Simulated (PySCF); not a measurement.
# C₃H₃NO: magnetic properties, part 2 of 2

PySCF 2.14.0. Atoms count from 0. Earlier steps stand in the parts before.

## 6. Magnetic properties: GIAO B3LYP/def2-TZVP

What the job is given:

```
{"job": {"kind": "mag", "xc": "B3LYP", "basis": "def2-TZVP"}, "charge": 0, "multiplicity": 1}
C     -0.862216    -0.538082     0.246330
C     -0.700738     0.736859    -0.196301
O      0.625701     0.941296    -0.378369
C      1.203075    -0.222134    -0.036392
N      0.376222    -1.136797     0.342048
H     -1.781935    -1.061537     0.500718
H     -1.366543     1.565627    -0.417901
H      2.287951    -0.276713    -0.111051
```

Method: GIAO B3LYP/def2-TZVP magnetisability, rotational g tensor and spin-rotation constants, non-relativistic, gas phase.

Output:

```text
coarse grid: 7272 points
cycle   1  E = -246.1223889206  dE =  9.815e-01  |g| = 5.096e-01  |ddm| = 2.335e+00
cycle   2  E = -246.0583253330  dE =  6.406e-02  |g| = 7.839e-01  |ddm| = 8.168e-01
cycle   3  E = -246.1729122255  dE = -1.146e-01  |g| = 6.379e-02  |ddm| = 5.139e-01
cycle   4  E = -246.1735989069  dE = -6.867e-04  |g| = 2.819e-02  |ddm| = 5.363e-02
cycle   5  E = -246.1737283559  dE = -1.294e-04  |g| = 1.442e-02  |ddm| = 2.159e-02
cycle   6  E = -246.1737637454  dE = -3.539e-05  |g| = 4.896e-03  |ddm| = 9.590e-03
cycle   7  E = -246.1737686412  dE = -4.896e-06  |g| = 1.074e-03  |ddm| = 3.652e-03
final grid: 71944 points
cycle   8  E = -246.1696473847  dE = -3.879e-05  |g| = 5.574e-03  |ddm| = 4.529e-02
cycle   9  E = -246.1696323435  dE =  1.504e-05  |g| = 1.010e-02  |ddm| = 9.812e-03
cycle  10  E = -246.1696531751  dE = -2.083e-05  |g| = 1.659e-03  |ddm| = 6.538e-03
cycle  11  E = -246.1696537667  dE = -5.916e-07  |g| = 2.981e-04  |ddm| = 1.141e-03
cycle  12  E = -246.1696537810  dE = -1.438e-08  |g| = 1.356e-04  |ddm| = 2.192e-04
cycle  13  E = -246.1696537847  dE = -3.634e-09  |g| = 3.722e-05  |ddm| = 1.074e-04
cycle  14  E = -246.1696537850  dE = -2.832e-10  |g| = 4.884e-06  |ddm| = 2.251e-05
converged SCF energy = -246.1696537850

Magnetisability tensor (1e-30 J/T^2)
     -442.07       -0.89      -55.19
       -0.89     -483.58     -204.43
      -55.19     -204.43    -1018.09
isotropic -647.92   principal values   -1091.58   -446.58   -405.60
isotropic susceptibility -39.018 1e-6 cm^3/mol

Inertial axes            a          b          c
rot. const./GHz     10.1839     9.7634     4.9846
chi total           -24.843    -26.476    -65.736
chi diamagnetic    -174.517   -172.632   -294.049
chi paramagnetic    149.674    146.156    228.312
quadrupole/D A       -5.181      8.038     -2.857
g nuclear            0.6116     0.5420     0.5761
g electronic        -0.7161    -0.6704    -0.5346
g total             -0.1045    -0.1284     0.0414

Spin-rotation constants (kHz, H = +C I.J)
atom  isotope        aa         bb         cc
  4    14N        1.941      2.443      0.164
  5     1H       -0.381      0.454     -0.507
  6     1H        0.140     -0.025     -0.517
  7     1H       -1.103      1.053     -0.462
  0    13C*       3.668      4.129      0.894
  1    13C*       3.977      4.045      0.982
  2    17O*      -3.957     -4.210     -0.647
  3    13C*       3.845      4.270      1.188
* in the singly substituted isotopologue
```

Wall time 24 s (1 thread of Arm Neoverse N1, shared host); peak memory 0.71 GiB.

Key values:

| quantity | value |
| --- | --- |
| magnetisability | -648·10⁻³⁰ J/T² |
| molar susceptibility | -39.0·10⁻⁶ cm³/mol |
| rotational g (a, b, c) | -0.1045, -0.1284, 0.0414 |

## 7. Magnetic properties: GIAO B3LYP/def2-SVP

The job, as its differences from that of step 6:

```diff
@@ -1,2 +1,2 @@
-{"job": {"kind": "mag", "xc": "B3LYP", "basis": "def2-TZVP"}, "charge": 0, "multiplicity": 1}
+{"job": {"kind": "mag", "xc": "B3LYP", "basis": "def2-SVP"}, "charge": 0, "multiplicity": 1}
 C     -0.862216    -0.538082     0.246330
```

Method: GIAO B3LYP/def2-SVP magnetisability, rotational g tensor and spin-rotation constants, non-relativistic, gas phase.

Output:

```text
coarse grid: 7272 points
cycle   1  E = -245.7927464896  dE =  9.563e-01  |g| = 4.825e-01  |ddm| = 3.219e+00
cycle   2  E = -245.7356361467  dE =  5.711e-02  |g| = 7.276e-01  |ddm| = 9.282e-01
cycle   3  E = -245.8415086952  dE = -1.059e-01  |g| = 5.492e-02  |ddm| = 5.458e-01
cycle   4  E = -245.8420132217  dE = -5.045e-04  |g| = 3.000e-02  |ddm| = 6.360e-02
cycle   5  E = -245.8421737543  dE = -1.605e-04  |g| = 1.240e-02  |ddm| = 2.945e-02
cycle   6  E = -245.8422023565  dE = -2.860e-05  |g| = 3.916e-03  |ddm| = 1.178e-02
cycle   7  E = -245.8422058280  dE = -3.472e-06  |g| = 1.065e-03  |ddm| = 4.056e-03
final grid: 71944 points
cycle   8  E = -245.8897103934  dE = -1.961e-05  |g| = 4.434e-03  |ddm| = 1.578e-02
cycle   9  E = -245.8897000233  dE =  1.037e-05  |g| = 8.170e-03  |ddm| = 1.012e-02
cycle  10  E = -245.8897146398  dE = -1.462e-05  |g| = 1.159e-03  |ddm| = 6.969e-03
cycle  11  E = -245.8897149509  dE = -3.111e-07  |g| = 1.823e-04  |ddm| = 1.057e-03
cycle  12  E = -245.8897149556  dE = -4.754e-09  |g| = 1.005e-04  |ddm| = 2.110e-04
cycle  13  E = -245.8897149580  dE = -2.332e-09  |g| = 1.206e-05  |ddm| = 9.002e-05
cycle  14  E = -245.8897149580  dE = -2.751e-11  |g| = 5.348e-06  |ddm| = 1.339e-05
converged SCF energy = -245.8897149580

Magnetisability tensor (1e-30 J/T^2)
     -438.86       -4.51      -54.76
       -4.51     -496.85     -201.65
      -54.76     -201.65    -1024.97
isotropic -653.56   principal values   -1097.48   -445.15   -418.05
isotropic susceptibility -39.358 1e-6 cm^3/mol

Inertial axes            a          b          c
rot. const./GHz     10.1839     9.7634     4.9846
chi total           -25.725    -26.258    -66.092
chi diamagnetic    -174.096   -171.775   -293.879
chi paramagnetic    148.371    145.517    227.787
quadrupole/D A       -5.076      7.402     -2.326
g nuclear            0.6116     0.5420     0.5761
g electronic        -0.7099    -0.6675    -0.5334
g total             -0.0983    -0.1255     0.0426

Spin-rotation constants (kHz, H = +C I.J)
atom  isotope        aa         bb         cc
  4    14N        1.813      2.338      0.123
  5     1H       -0.407      0.423     -0.512
  6     1H        0.107     -0.059     -0.530
  7     1H       -1.124      1.000     -0.476
  0    13C*       3.407      3.822      0.804
  1    13C*       3.660      3.767      0.891
  2    17O*      -3.697     -3.994     -0.555
  3    13C*       3.574      3.893      1.073
* in the singly substituted isotopologue
```

Run time: 8.6 s. Hardware: 1 thread of Arm Neoverse N1, shared host; peak memory 0.48 GiB.

Key values:

| quantity | value |
| --- | --- |
| magnetisability | -654·10⁻³⁰ J/T² |
| molar susceptibility | -39.4·10⁻⁶ cm³/mol |
| rotational g (a, b, c) | -0.0983, -0.1255, 0.0426 |

## 8. Magnetic properties: GIAO B3LYP/6-31G*

The job, as its differences from that of step 7:

```diff
@@ -1,2 +1,2 @@
-{"job": {"kind": "mag", "xc": "B3LYP", "basis": "def2-SVP"}, "charge": 0, "multiplicity": 1}
+{"job": {"kind": "mag", "xc": "B3LYP", "basis": "6-31G*"}, "charge": 0, "multiplicity": 1}
 C     -0.862216    -0.538082     0.246330
```

Level: GIAO B3LYP/6-31G* magnetisability, rotational g tensor and spin-rotation constants, non-relativistic, gas phase.

Output:

```text
coarse grid: 7272 points
cycle   1  E = -246.0538770290  dE =  9.986e-01  |g| = 4.873e-01  |ddm| = 3.035e+00
cycle   2  E = -245.9998271752  dE =  5.405e-02  |g| = 7.241e-01  |ddm| = 9.189e-01
cycle   3  E = -246.1046207825  dE = -1.048e-01  |g| = 5.953e-02  |ddm| = 5.253e-01
cycle   4  E = -246.1052992776  dE = -6.785e-04  |g| = 2.817e-02  |ddm| = 6.830e-02
cycle   5  E = -246.1054412350  dE = -1.420e-04  |g| = 1.282e-02  |ddm| = 2.812e-02
cycle   6  E = -246.1054716552  dE = -3.042e-05  |g| = 4.091e-03  |ddm| = 1.186e-02
cycle   7  E = -246.1054751927  dE = -3.538e-06  |g| = 1.221e-03  |ddm| = 4.033e-03
final grid: 71944 points
cycle   8  E = -246.0644767228  dE = -1.121e-05  |g| = 4.738e-03  |ddm| = 1.409e-02
cycle   9  E = -246.0644670032  dE =  9.720e-06  |g| = 8.098e-03  |ddm| = 1.091e-02
cycle  10  E = -246.0644817650  dE = -1.476e-05  |g| = 1.531e-03  |ddm| = 7.280e-03
cycle  11  E = -246.0644823032  dE = -5.383e-07  |g| = 1.940e-04  |ddm| = 1.336e-03
cycle  12  E = -246.0644823095  dE = -6.210e-09  |g| = 9.250e-05  |ddm| = 2.112e-04
cycle  13  E = -246.0644823115  dE = -2.006e-09  |g| = 1.629e-05  |ddm| = 8.567e-05
cycle  14  E = -246.0644823115  dE = -5.809e-11  |g| = 3.866e-06  |ddm| = 1.470e-05
converged SCF energy = -246.0644823115

Magnetisability tensor (1e-30 J/T^2)
     -435.85       -5.79      -53.66
       -5.79     -498.12     -197.48
      -53.66     -197.48    -1015.66
isotropic -649.88   principal values   -1086.67   -443.14   -419.83
isotropic susceptibility -39.137 1e-6 cm^3/mol

Inertial axes            a          b          c
rot. const./GHz     10.1839     9.7634     4.9846
chi total           -25.899    -26.070    -65.441
chi diamagnetic    -173.328   -171.234   -292.951
chi paramagnetic    147.430    145.164    227.510
quadrupole/D A       -5.114      7.750     -2.636
g nuclear            0.6116     0.5420     0.5761
g electronic        -0.7054    -0.6658    -0.5328
g total             -0.0938    -0.1239     0.0433

Spin-rotation constants (kHz, H = +C I.J)
atom  isotope        aa         bb         cc
  4    14N        1.746      2.250      0.134
  5     1H       -0.430      0.387     -0.523
  6     1H        0.076     -0.087     -0.537
  7     1H       -1.110      0.968     -0.484
  0    13C*       3.329      3.734      0.814
  1    13C*       3.590      3.687      0.892
  2    17O*      -3.586     -3.907     -0.578
  3    13C*       3.472      3.852      1.075
* in the singly substituted isotopologue
```

Run time: 7.9 s. Hardware: 1 thread of Arm Neoverse N1, shared host; peak memory 0.48 GiB.

In short:

| quantity | value |
| --- | --- |
| magnetisability | -650·10⁻³⁰ J/T² |
| molar susceptibility | -39.1·10⁻⁶ cm³/mol |
| rotational g (a, b, c) | -0.0938, -0.1239, 0.0433 |

## 9. Magnetic properties side by side

| level | ξ (10⁻³⁰ J/T²) | g(a) | g(b) | gap (eV) | functions | time |
| --- | --- | --- | --- | --- | --- | --- |
| GIAO KT1/aug-pcSseg-1 | -660 | -0.1098 | -0.1286 | 5.05 | 157 | 29 s |
| GIAO BLYP/aug-pcSseg-1 | -646 | -0.1093 | -0.1316 | 4.99 | 157 | 25 s |
| GIAO B3LYP/6-31G | -669 | -0.0939 | -0.1299 | 6.98 | 51 | 5.4 s |
| GIAO B3LYP/def2-TZVP | -648 | -0.1045 | -0.1284 | 6.69 | 173 | 24 s |
| GIAO B3LYP/def2-SVP | -654 | -0.0983 | -0.1255 | 6.86 | 85 | 8.6 s |
| GIAO B3LYP/6-31G* | -650 | -0.0938 | -0.1239 | 6.88 | 76 | 7.9 s |

## 10. What came out

This closing draws on all 2 parts.

| quantity | value |
| --- | --- |
| point group | Cs |
| rotational constants (main isotopes) | 10.18, 9.76, 4.98 GHz |
| magnetisability (step 3, GIAO KT1/aug-pcSseg-1) | -660·10⁻³⁰ J/T² |
| molar susceptibility (step 3, GIAO KT1/aug-pcSseg-1) | -39.7·10⁻⁶ cm³/mol |
| rotational g (a, b, c) (step 3, GIAO KT1/aug-pcSseg-1) | -0.1098, -0.1286, 0.0430 |
| surface potential, 1st and 99th percentile | -1.53 V and 1.41 V |
| magnetisability over the levels | -669 to -646·10⁻³⁰ J/T² |

In words: The optimisation took 4 steps and gained 0.031 eV; among the close pairs (by a distance rule), C0–H5 changed most, from 1.070 to 1.088 Å. No frequency check was run at this level, so the end point may be a saddle. By nearest atom (KT1/aug-pcSseg-1), the HOMO sits on C1 34 %; C0, C3 about 23 % each and the LUMO on C3 25 %; C1 19 %. The magnetisability spreads by 3.4 % over 6 levels, from GIAO B3LYP/6-31G (5.4 s) to GIAO BLYP/aug-pcSseg-1 (25 s); the runs took 5.4 s to 29 s. Vibrational averaging and real surroundings are missing from these values.
